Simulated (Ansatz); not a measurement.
We consider fcc Pt, described by LDA in Ansatz (PAW).

A relaxed, unreconstructed slab of the (110) face has 12 atoms, two equal faces of 10.729 Å² each and an energy of -146936.5518 eV. A bulk cell of 2 atoms with the same orientation and in-plane k mesh has -24489.9826 eV. Energies are extrapolated to zero smearing.

Run with plane-wave cutoff 500 eV, 14×20×1 k mesh (along the axes of the cell as run), Fermi–Dirac smearing 0.1 eV, scalar-relativistic PAW data made under PBE.

Worked out: γ = (E_slab − N E_bulk per atom)/2A = [-146936.5518 − 12 × (-24489.9826/2)]/(2 × 10.729) = 0.1558 eV/Å². With 16.022 J/m² per eV/Å² this is 2.50 J/m², or 1.67 eV per surface cell and face.

Ansatz is a first-principles code.
